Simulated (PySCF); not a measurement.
Orbital picture of SiC

BHandHLYP at R = 1.722 Å; Si aug-pcseg-1, C aug-pcseg-1; no relativity (PySCF 2.14). State: ³Π (triplet), unpaired electrons σ ↑, π ↑. Only the outer orbitals are listed, counted within each symmetry.

| spin | orbital | occ. | ε (eV) | on Si (%) | main shells (%) |
| --- | --- | --- | --- | --- | --- |
| α | 5σ | 1 | -20.96 | 28 | 70 C s, 20 Si s |
| α | 6σ | 1 | -12.85 | 46 | 44 Si s, 32 C p, 21 C s |
| α | 2π | 1 | -9.21 | 20 | 78 C p, 19 Si p |
| α | 7σ | 1 | -9.19 | 65 | 36 Si p, 34 C p, 28 Si s |
| α | 2π | 1 | -8.44 | 21 | 78 C p, 20 Si p |
| α | 3π | 0 | -1.18 | 88 | 83 Si p, 14 C p |
| α | 3π | 0 | -0.69 | 91 | 85 Si p, 11 C p |
| β | 5σ | 1 | -18.15 | 40 | 55 C s, 33 Si s |
| β | 6σ | 1 | -10.58 | 77 | 60 Si s, 22 C s, 16 Si p |
| β | 2π | 1 | -7.33 | 51 | 50 Si p, 47 C p |
| β | 2π | 0 | -3.17 | 63 | 62 Si p, 36 C p |
| β | 7σ | 0 | -2.56 | 30 | 46 C p, 24 C s, 23 Si p |
| β | 3π | 0 | -0.21 | 68 | 60 Si p, 35 C p, 8 Si d |

**Question.** Which are the highest filled and the lowest empty level, where do they sit, and how wide is the gap?

**Answer.** Highest filled β 2π at -7.33 eV (in %: 50 Si p, 47 C p); lowest empty β 2π at -3.17 eV (in %: 62 Si p, 36 C p); the gap at BHandHLYP is 4.16 eV. Both belong to one degenerate shell, split only by its one-sided filling, so this is no excitation gap.

The bond order (Mayer) is 1.91. The ⟨S²⟩ is 2.093. The charge on Si (Mulliken, basis-dependent) is 0.53. The charge on Si (Löwdin, basis-dependent) is 0.62. The dipole moment (positive dipole means Si(−)C(+)) is -1.61 D.

The state is the lowest determinant that a PBE0 search found; another state may lie lower at other levels.
